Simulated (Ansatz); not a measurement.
Run this with the Ansatz DFT code, driven from Python and show what comes out.

Script `clhssi_composite.py`:
```python
'''A composite energy for ClHSSi: DFT geometry, MP2 basis limit, coupled-cluster correction.'''

import itertools

import ansatz as az
from ase.data import atomic_numbers, covalent_radii
import numpy as np

BASIS_SET = 'def2-SVP'
FUNCTIONAL = 'b3lyp'
DISPERSION = 'd4'

clhssi = (
    az.Crystal.molecule()
    .atom('S', (-0.1646, 0.9556, -0.6123))
    .atom('Si', (-0.1173, -0.8568, 0.4488))
    .atom('Cl', (1.7811, -1.1284, 1.0726))
    .atom('H', (-1.4437, 0.9693, -0.9293))
)

calc = clhssi.calculation()
calc = calc.basis(gaussian=BASIS_SET)
calc = calc.functional(FUNCTIONAL, dispersion=DISPERSION)
symbols = [site.symbol for site in clhssi.cartesian_sites]
start = np.array([site.position_ang for site in clhssi.cartesian_sites], dtype=float)
report = calc.relax(force_tolerance=0.01).run(threads=1).report
end = np.array(report['positions_ang'])
# pairs closer than 1.2 times the sum of covalent radii, before or after
radius = [covalent_radii[atomic_numbers[s]] for s in symbols]
span = lambda where, i, j: np.linalg.norm(where[i] - where[j])
bonded = [(i, j) for i, j in itertools.combinations(range(len(symbols)), 2) if min(span(start, i, j), span(end, i, j)) < 1.2 * (radius[i] + radius[j])]
print('pair        before    after (A)')
for i, j in bonded:
    print(f'{symbols[i]}{i}-{symbols[j]}{j}'.ljust(10), f'{span(start, i, j):8.4f} {span(end, i, j):8.4f}')
for first, second in list(itertools.combinations(bonded, 2)):
    shared = set(first) & set(second)
    if shared and symbols[(j := shared.pop())] != 'H':
        i, k = sorted((set(first) | set(second)) - {j})
        u, v = end[i] - end[j], end[k] - end[j]
        angle = np.degrees(np.arccos(np.clip(u @ v / np.linalg.norm(u) / np.linalg.norm(v), -1, 1)))
        print(f'final angle {symbols[i]}{i}-{symbols[j]}{j}-{symbols[k]}{k}: {angle:.2f} deg')

minimum = az.Crystal.molecule()
for symbol, place in zip(symbols, end):
    minimum = minimum.atom(symbol, place.tolist())
at_minimum = minimum.calculation()
# MP2 extrapolated to the basis limit, plus the small-basis difference CCSD(T) - MP2
level = lambda method, basis: at_minimum.basis(gaussian=basis).correlation(method).run(threads=1).report
small, large, cluster = level('mp2', 'cc-pVDZ'), level('mp2', 'cc-pVTZ'), level('ccsd_t', 'cc-pVDZ')
corr = lambda each: (each['free_energy_ev'] - each['reference_energy_ev']) / 27.211386246
mp2_limit = (27 * corr(large) - 8 * corr(small)) / 19
pieces = {'HF / cc-pVTZ': large['reference_energy_ev'] / 27.211386246, 'MP2 correlation, DZ-TZ limit': mp2_limit, 'CCSD(T) - MP2 / cc-pVDZ': corr(cluster) - corr(small)}
for name, value in pieces.items():
    print(f'{name:32s} {value:14.6f} Ha')
print(f'{"sum":32s} {sum(pieces.values()):14.6f} Ha')
print('T1 diagnostic', round(cluster['correlation']['coupled_cluster']['t1_diagnostic'], 4))
```

`python clhssi_composite.py` gives:
```text
pair        before    after (A)
S0-Si1       2.1007   2.1637
S0-H3        1.3179   1.3565
Si1-Cl2      2.0166   2.1120
final angle Si1-S0-H3: 93.50 deg
final angle S0-Si1-Cl2: 97.43 deg
HF / cc-pVTZ                       -1146.648577 Ha
MP2 correlation, DZ-TZ limit          -0.511498 Ha
CCSD(T) - MP2 / cc-pVDZ               -0.050474 Ha
sum                                -1147.210549 Ha
T1 diagnostic 0.0154
```

These settings explore the input space; basis and method may be short of convergence. The sum leaves out core correlation, relativity, the Hartree-Fock basis error and zero-point energy; a DZ-TZ extrapolation is rough. b3lyp holds the VWN-RPA fit, as in Gaussian; the form of ORCA and Turbomole is b3lyp5. Inner cores stay frozen, so this is valence correlation. For Al to Cl the sets with a tight d function, cc-pV(X+d)Z, are usual. An extrapolation from small basis sets is rough. Hardware and time: 12 s on 1 thread of Arm Neoverse V2, on a shared host, peak memory 0.27 GiB.
